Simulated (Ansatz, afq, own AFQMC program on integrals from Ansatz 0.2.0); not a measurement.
**Atomization energy of CH2B, doublet**

```xyz
4

B     0.0000    0.0000    0.8265
C     0.0000    0.0000   -0.5553
H     0.0000   -0.9252   -1.1237
H     0.0000    0.9252   -1.1237
```

Connectivity, by distances: B–CH2.

Atoms in their ground-state spins without spin–orbit coupling (mostly on UHF) minus the molecule (ROHF), without zero-point energy. The geometry is a stationary point, not shown to be a minimum.

Basis aug-cc-pVDZ. Only valence electrons are correlated. AFQMC by an in-house program on the Cholesky factors that Ansatz 0.2.0 writes for its CCSD(T) run. ph-AFQMC/CISD is guided by a CISD state made of CCSD amplitudes; releasing the constraint for a short imaginary time cuts its bias at the price of noise, slowly where states lie close. Free AFQMC starts from the CCSD state and is never constrained. Its projection time is finite, and what remains of the start isn't in its error. Error bars are statistical, one sigma. The errors of all members are added in quadrature.

No full CI on the walks' own integrals is used here; CCSDT(Q) serves as the reference and is uncertain by about the last step of the cluster series. Each member takes its own surest rung, up to full CI.

Errors are counted within aug-cc-pVDZ, not against nature.

Cautions: CH₂B (doublet): a spin-contaminated unrestricted determinant lies lower (UHF 152 meV lower, ⟨S²⟩ 0.91), its ph-AFQMC/CISD value lies 24 ± 4 meV above CCSDT(Q).

Reference (CCSDT(Q)): 12.457 eV.

| level | atomization energy (eV) | error against CCSDT(Q) (eV) |
| --- | --- | --- |
| HF | 9.949 | -2.507 |
| MP2 | 12.794 | 0.337 |
| CCSD | 12.254 | -0.202 |
| CCSD(T) | 12.437 | -0.019 |
| ph-AFQMC/HF | 12.642 ± 0.028 | 0.186 ± 0.028 |
| ph-AFQMC/CISD | 12.442 ± 0.004 | -0.015 ± 0.004 |
| released AFQMC | 12.455 ± 0.003 | -0.002 ± 0.003 |
| free AFQMC | 12.459 ± 0.008 | 0.003 ± 0.008 |

Correlation beyond CCSD(T) adds 0.019 eV. The perturbative (T) step is worth +0.183 eV.

Free projections are given only where their last times agree within the noise and don't stop above the reference; a slow remainder of the start can still hide under it. A walk keeps the symmetry of its determinant, which the program's search chose and which needn't be the lowest solution, so a lower state of the same spin and another symmetry isn't excluded. Released energies are given only where the last usable release times agree within the noise; a slower fall can still hide under it.
